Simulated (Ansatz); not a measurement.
**Worked example: correlation energy of Cl₂, singlet**

Geometry: MP2(full)/6-31G*, from the G2/97 set.

```yaml
atoms:
  - { symbol: Cl, position_ang: [0.0000, 0.0000, 0.0000] }
  - { symbol: Cl, position_ang: [0.0000, 0.0000, 2.0151] }
```

Basis 6-31G* (Cartesian d functions); Ansatz 0.2.0. Only valence electrons are correlated (noble-gas cores frozen), which leaves 14 electrons in 28 orbitals. R marks a restricted (for open shells ROHF) determinant.

Full CI isn't at hand for all of this; RCCSDTQ serves as the reference, and is uncertain by about the last step of the cluster series.

Runs differ by some tens of microhartree through their thresholds, so steps under 0.03 kcal/mol mean nothing.

| level | total energy (hartree) |
| --- | --- |
| RHF | -918.912556 |
| RMP2 | -919.171391 |
| RCCSD | -919.198390 |
| RCCSD(T) | -919.205465 |
| RCCSDT | -919.206010 |
| RCCSDT(Q) | -919.206537 |
| RCCSDTQ | -919.206541 |

**Question.** What is the correlation energy at RCCSDTQ, and what share of it do RMP2 and RCCSD(T) recover?

**Answer.** E(corr) = -919.206541 − (-918.912556) = -0.293985 hartree = -8.000 eV. RMP2: -0.258835 / -0.293985 = 88.04 %. RCCSD(T): -0.292909 / -0.293985 = 99.63 %.

**Question.** By how many kcal/mol does RCCSD(T) miss RCCSDTQ (1 hartree = 627.509 kcal/mol), and which steps make up the rest?

**Answer.** -919.205465 − (-919.206541) = 0.001076 hartree = 0.68 kcal/mol. Steps: RCCSDT − RCCSD(T) = -0.34, RCCSDT(Q) − RCCSDT = -0.33, RCCSDTQ − RCCSDT(Q) = 0.00 kcal/mol. That is within 1 kcal/mol of the reference in this basis, which itself misses far more of the correlation at the basis-set limit.
